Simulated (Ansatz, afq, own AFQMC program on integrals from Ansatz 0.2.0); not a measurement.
## AFQMC, coupled cluster and functionals along a coordinate of BH2⁺, singlet

```csv
atom,x (Å),y (Å),z (Å)
B,0.0000,0.0000,0.0000
H,0.0000,0.0000,-1.1792
H,0.0000,0.0000,1.1792
```

The B1–H2 distance is changed with both sides rigid. Energies in eV count from this geometry (1.179 Å) at the same level; the start stands on RHF, each point on the determinant named.

Basis cc-pVDZ. Only valence electrons are correlated. Integrals, coupled cluster, full CI and functionals: Ansatz 0.2.0; the random walks run on the same integrals in our own AFQMC program. ph-AFQMC/CISD is guided by a CISD state made of CCSD amplitudes; releasing the constraint for a short imaginary time cuts its bias at the price of noise, slowly where states lie close. ± is one standard error of the sampling.

Cautions, each for one point or more: cluster runs in doubt by the program's own checks; restricted determinant unstable towards unrestricted; strong correlation; the next higher spin lies close; unrestricted determinant spin contaminated; walk and cluster series may follow different spin states.

```
r(B1–H2) / Å  det.     T1  weight  ⟨S²⟩  CCSD(T)   ph-AFQMC/CISD  released AFQMC    FCI  CCSDT(Q)   CCSD  B2PLYP
       0.956   RHF  0.005    0.96  pure    1.119  1.121 ± 0.0009  1.121 ± 0.0005  1.121     1.121  1.116   1.084
       1.425   RHF  0.007    0.95  pure    0.516  0.514 ± 0.0009  0.513 ± 0.0006  0.513     0.513  0.520   0.540
       1.930   RHF  0.018    0.92  pure    2.593   2.587 ± 0.003  2.585 ± 0.0009  2.582     2.582  2.613   2.719
       2.650   RHF  0.079    0.78  pure    4.447   4.486 ± 0.003               –  4.428     4.429  4.521  4.621§
       4.105   UHF  0.015    0.97  1.00    5.039   5.032 ± 0.001   5.032 ± 0.003  5.034     5.037  5.035  5.129§
```

Weight is that of the determinant in the CISD state; at the start T1 is 0.006 and the weight 0.96. A dash marks a missing value, a released energy that hasn't settled or a functional that sits on another state. § marks a functional whose ⟨S²⟩ is too high by over 0.1. Largest departures from full CI: CCSD(T) 0.019 eV at 2.650 (on RHF), ph-AFQMC/CISD 0.058 eV at 2.650 (on RHF), released AFQMC 0.003 eV at 1.930 (on RHF), CCSDT(Q) 0.003 eV at 4.105 (on UHF), CCSD 0.093 eV at 2.650 (on RHF), B2PLYP 0.138 eV at 1.930. Functionals count only at points shown to share the start's state and spin. In this small basis the wave-function levels are far from their limit, so their gap to the functionals isn't the functionals' error.

Some points may be missing: those where a free walk finds a much lower state, and past Zn most of those on another determinant than at the start.

CCSDT and higher add their correlation energy to the determinant of the CCSD(T) run, since their own runs factorise the integrals more tightly (a shift of under 2 meV). A walk keeps the symmetry of its determinant, which the program's search chose and which needn't be the lowest solution, so a lower state of the same spin and another symmetry isn't excluded. Released energies are given only where the last usable release times agree within the noise; a slower fall can still hide under it.
